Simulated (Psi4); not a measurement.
**A workflow on AlClO (SMILES [O]=[Al][Cl])**

We compute a series of 10 runs (PBE-D4/def2-SVP, PBE0-D4/def2-TZVP, PBE-D4/def2-TZVPP, r2SCAN-D4/def2-TZVPP, B3LYP-D4/def2-TZVPP, PBE0-D4/def2-TZVPP, wB97M-V/def2-TZVPP, CCSD(T)/def2-TZVPP, and more) of AlClO. 

Program for the calculation: Psi4 1.11.

### Step 1. The structure to begin with

AlClO has 3 atoms, charge 0, and is taken as a singlet. SMILES: `[O]=[Al][Cl]`. Geometry: a GFN2-xTB, rattled relaxation, a rough one for these elements and not checked as a minimum. The run starts from this shape.

Bond lengths: O1–Al2 1.483 Å, Al2–Cl3 1.978 Å. Angles: O1–Al2–Cl3 176.4°.

### Step 2. A geometry optimisation at PBE-D4/def2-SVP (density fitting) (run 1)

alclo.dat reads:

```
memory 3300 MB

molecule {
  0 1
  O      0.171085     1.614100     0.202423
  Al     0.000007     0.157125    -0.018102
  Cl    -0.105401    -1.799888    -0.288236
  symmetry c1
}

set basis def2-SVP
set scf_type df
set geom_maxiter 60
set max_force_g_convergence 0.0005

optimize("pbe-d4")
```

Command:

```
$ psi4 -i alclo.dat -o alclo.out -n 2
```

alclo.out:

```text
[...]
  Running in c1 symmetry.
[...]
  Nuclear repulsion =  117.010883374628037
[...]
  Multiplicity = 1
[...]
  Nalpha       = 19
  Nbeta        = 19
[...]
    Number of basis functions: 50
[...]
   @DF-RKS iter   1:  -776.72435723600302    1.80960e-01   2.06399e-02 ADIIS/DIIS
[...]
   @DF-RKS iter   7:  -777.22145683173414   -1.14824e-11   5.67065e-09 DIIS
[...]
    Orbital Energies [Eh]
    ---------------------
    Doubly Occupied:
       1A   -100.673480     2A    -55.420298     3A    -18.716413
       4A     -9.209394     5A     -7.036999     6A     -7.030812
       7A     -7.030812     8A     -3.980457     9A     -2.587399
      10A     -2.587399    11A     -2.581301    12A     -0.779697
      13A     -0.769629    14A     -0.406092    15A     -0.330177
      16A     -0.330177    17A     -0.278012    18A     -0.233721
      19A     -0.233721
[...]
  @DF-RKS Final Energy:  -777.22145683173414
   => Energetics <=
    Nuclear Repulsion Energy =            109.4735631947051502
    One-Electron Energy =               -1293.8980641525643023
    Two-Electron Energy =                 462.2943279868424042
    DFT Exchange-Correlation Energy =     -55.0890607081046966
    Empirical Dispersion Energy =          -0.0022231526126262
    VV10 Nonlocal Energy =                  0.0000000000000000
    Total Energy =                       -777.2214568317341445
[...]
 Multipole Moments:
 ------------------------------------------------------------------------------------
     Multipole            Electronic (a.u.)      Nuclear  (a.u.)        Total (a.u.)
 ------------------------------------------------------------------------------------
 L = 1.  Multiply by 2.5417464519 to convert [e a0] to [Debye]
 Dipole X            :         -0.2222302            0.0873040           -0.1349262
 Dipole Y            :         -1.9943552            0.8037913           -1.1905638
 Dipole Z            :         -0.0000000            0.0000000           -0.0000000
 Magnitude           :                                                    1.1981850
[...]
  -Total Gradient:
     Atom            X                  Y                   Z
    ------   -----------------  -----------------  -----------------
       1        0.000079830802    -0.000081638649    -0.000000000000
       2       -0.000141424804     0.000200623735    -0.000000000000
       3        0.000052500131    -0.000143359906    -0.000000000000
[...]
    Final optimized geometry and variables:
    Molecular point group: c1
    Full point group: Cs
    Geometry (in Angstrom), charge = 0, multiplicity = 1:
    O            0.237937219712     2.210792474180     0.000000000000
    AL           0.060923776719     0.599513243171    -0.000000000000
    CL          -0.155841622618    -1.473803759152     0.000000000000
    Psi4 run time: 0:01:14.24
[...]
```

On the terminal:

```text
Optimizer: Optimization complete!
```

It took 78 s on 2 threads of AMD EPYC (Zen 3), shared host; peak memory 0.32 GiB.

The path in brief:

| step | energy from the first frame kept (eV) | largest force (eV/Å) |
| --- | --- | --- |
| 0 | 0.0000 | 8.2353 |
| 1 | -0.5658 | 1.7835 |
| 2 | -0.6154 | 0.4530 |
| 3 | -0.6197 | 0.1167 |
| 4 | -0.6203 | 0.0311 |
| 5 | -0.6204 | 0.0212 |
| 6 | -0.6206 | 0.0126 |

After the run. Bond lengths: O1–Al2 1.621 Å, Al2–Cl3 2.085 Å. Angles: O1–Al2–Cl3 179.7°.

### Step 3. A structure relaxation at PBE0-D4/def2-TZVP (density fitting) (run 2)

input.in reads:

```
memory 3300 mb

molecule system {
  O      0.164859     1.772102     0.221143
  Al     0.032309     0.173079    -0.009308
  Cl    -0.127477    -1.884469    -0.303584
  symmetry c1
}

set {
  basis                   def2-TZVP
  scf_type                df
  geom_maxiter            50
  max_force_g_convergence 0.0002
}

e, wfn = optimize('pbe0-d4', return_wfn=True)
```

Command:

```
$ psi4 -n 2 input.in input.out
```

input.out, shortened:

```text
[...]
  Running in c1 symmetry.
[...]
  Nuclear repulsion =  109.473562113923066
[...]
  Multiplicity = 1
[...]
  Nalpha       = 19
  Nbeta        = 19
[...]
    Number of basis functions: 105
[...]
   @DF-RKS iter   1:  -777.20430178493496   -2.22044e-01   9.51191e-03 ADIIS/DIIS
[...]
   @DF-RKS iter   7:  -777.61229400105901   -7.38964e-12   6.95783e-09 DIIS
[...]
  @DF-RKS Final Energy:  -777.61229400105901
   => Energetics <=
    Nuclear Repulsion Energy =            111.0832986403841574
    One-Electron Energy =               -1297.7315221748322074
    Two-Electron Energy =                 450.7586009735224479
    DFT Exchange-Correlation Energy =     -41.7207732994469751
    Empirical Dispersion Energy =          -0.0018981406864044
    VV10 Nonlocal Energy =                  0.0000000000000000
    Total Energy =                       -777.6122940010590128
[...]
 Multipole Moments:
 ------------------------------------------------------------------------------------
     Multipole            Electronic (a.u.)      Nuclear  (a.u.)        Total (a.u.)
 ------------------------------------------------------------------------------------
 L = 1.  Multiply by 2.5417464519 to convert [e a0] to [Debye]
 Dipole X            :         -0.2556328            0.0850362           -0.1705966
 Dipole Y            :         -2.3512545            0.7906178           -1.5606367
 Dipole Z            :          0.0000000           -0.0000000            0.0000000
 Magnitude           :                                                    1.5699332
[...]
  -Total Gradient:
     Atom            X                  Y                   Z
    ------   -----------------  -----------------  -----------------
       1        0.000036875839    -0.000045690184    -0.000000000000
       2       -0.000065958859     0.000102913345     0.000000000000
       3        0.000024357629    -0.000078672367     0.000000000000
[...]
    Final optimized geometry and variables:
    Molecular point group: c1
    Full point group: Cs
    Geometry (in Angstrom), charge = 0, multiplicity = 1:
    O            0.233171336268     2.176628414874    -0.000000000001
    AL           0.062051353469     0.593651727854     0.000000000001
    CL          -0.154531709946    -1.453654287294    -0.000000000001
    Psi4 run time: 0:00:41.85
[...]
```

On the terminal:

```text
Optimizer: Optimization complete!
```

Wall time 45 s (2 threads of AMD EPYC (Zen 3), shared host); peak memory 0.47 GiB.

Step by step:

```
step  energy from the first frame kept (eV)  largest force (eV/Å)
   0                                 0.0000                1.1944
   1                                -0.0231                0.1496
   2                                -0.0239                0.0524
   3                                -0.0239                0.0063
```

After the run. Bond lengths: O1–Al2 1.592 Å, Al2–Cl3 2.059 Å. Angles: O1–Al2–Cl3 179.9°.

Runs 3 to 9 aren't shown in full; the table further down has their settings and results.

### Step 4. The energy at MP2/def2-QZVPP (density fitting, density fitting for correlation) (run 10)

job.in reads:

```
memory 3300 MB

molecule geom {
  O      0.30439330     3.28471439     0.40828100
  Al     0.06343055     0.31607748    -0.01848530
  Cl    -0.23946232    -3.52333956    -0.56859969
  units bohr
  symmetry c1
}

set {
  basis def2-QZVPP
  reference rhf
  scf_type df
  num_frozen_docc 11
}

e, wfn = energy("mp2", return_wfn=True)
print_variables()
```

Command:

```
$ psi4 -n 2 job.in job.out
```

job.out:

```text
[...]
  Running in c1 symmetry.
[...]
  Nuclear repulsion =  111.083299347903804
[...]
  Multiplicity = 1
[...]
  Nalpha       = 19
  Nbeta        = 19
[...]
    Number of basis functions: 197
[...]
   @DF-RHF iter   1:  -776.15299484212164   -7.81570e-01   3.90093e-03 DIIS/ADIIS
[...]
   @DF-RHF iter  12:  -776.39680112381097   -3.60387e-11   5.07104e-09 DIIS
[...]
    Orbital Energies [Eh]
    ---------------------
    Doubly Occupied:
       1A   -104.883783     2A    -58.531010     3A    -20.482630
       4A    -10.610025     5A     -8.076683     6A     -8.075734
       7A     -8.075734     8A     -4.945302     9A     -3.260471
      10A     -3.260471    11A     -3.257638    12A     -1.174551
      13A     -1.137714    14A     -0.605716    15A     -0.529076
      16A     -0.529076    17A     -0.465596    18A     -0.416575
      19A     -0.416575
[...]
  @DF-RHF Final Energy:  -776.39680112381097
   => Energetics <=
    Nuclear Repulsion Energy =            111.0832993479038038
    One-Electron Energy =               -1297.4914818013096465
    Two-Electron Energy =                 410.0113813295948830
    Total Energy =                       -776.3968011238108602
[...]
 Multipole Moments:
 ------------------------------------------------------------------------------------
     Multipole            Electronic (a.u.)      Nuclear  (a.u.)        Total (a.u.)
 ------------------------------------------------------------------------------------
 L = 1.  Multiply by 2.5417464519 to convert [e a0] to [Debye]
 Dipole X            :         -0.2947479            0.0850369           -0.2097110
 Dipole Y            :         -2.7078226            0.7906177           -1.9172049
 Dipole Z            :         -0.0000000            0.0000000           -0.0000000
 Magnitude           :                                                    1.9286403
[...]
```

It took 18 s on 2 threads of AMD EPYC (Zen 3), shared host; peak memory 0.43 GiB.

### Step 5. Overview of the runs

| run | level | geom maxiter | max force g convergence | energy (Eh) | dipole moment (D) | HOMO energy (eV) | LUMO energy (eV) | wall time |
| --- | --- | --- | --- | --- | --- | --- | --- | --- |
| 1 | PBE-D4/def2-SVP (density fitting) | 60 | 0.0005 | -777.221457 | 3.05 | -6.36 | -3.40 | 78 s |
| 2 | PBE0-D4/def2-TZVP (density fitting) | 50 | 0.0002 | -777.612294 | 3.99 | -7.90 | -2.60 | 45 s |
| 3 | PBE0-D4/def2-TZVP (density fitting) | – | – | timeout | – | – | – | 3.2 min |
| 4 | PBE-D4/def2-TZVPP (density fitting) | – | – | -777.567679 | 3.62 | -6.55 | -3.44 | 28 s |
| 5 | r2SCAN-D4/def2-TZVPP (density fitting) | – | – | -777.869845 | 3.82 | -6.78 | -3.11 | 38 s |
| 6 | B3LYP-D4/def2-TZVPP (density fitting) | – | – | -778.000258 | 3.93 | -7.67 | -2.88 | 39 s |
| 7 | PBE0-D4/def2-TZVPP (density fitting) | – | – | -777.612721 | 3.98 | -7.90 | -2.60 | 35 s |
| 8 | wB97M-V/def2-TZVPP (density fitting) | – | – | -777.906219 | 4.10 | -10.35 | -0.81 | 64 s |
| 9 | CCSD(T)/def2-TZVPP (density fitting, density fitting for correlation) | – | – | timeout | – | – | – | 2 min |
| 10 | MP2/def2-QZVPP (density fitting, density fitting for correlation) | – | – | -776.946987 | – | -11.34 | 0.18 | 18 s |

### Step 6. Summary of results

| quantity | value |
| --- | --- |
| run 10, MP2/def2-QZVPP: total energy | -776.94699 Eh |
| run 10, MP2/def2-QZVPP: HOMO energy (Hartree–Fock orbitals) | -11.34 eV |
| run 10, MP2/def2-QZVPP: LUMO energy (Hartree–Fock orbitals) | 0.18 eV |
| run 10, MP2/def2-QZVPP: HOMO–LUMO gap (Hartree–Fock orbitals) | 11.52 eV |
| run 10, MP2/def2-QZVPP: correlation energy (11 core orbitals frozen) | -550.2 mEh |

Over runs 4, 5, 6, 7, 8 the dipole moment (its size) runs from 3.62 D (PBE-D4/def2-TZVPP) to 4.10 D (wB97M-V/def2-TZVPP). Over runs 4, 5, 6, 7, 8 the HOMO–LUMO gap runs from 3.11 eV (PBE-D4/def2-TZVPP) to 9.54 eV (wB97M-V/def2-TZVPP). Totals of different functionals can't be ranked against each other. All runs together took 11 min, the longest 3.2 min. 2 of the 10 runs did not end normally.
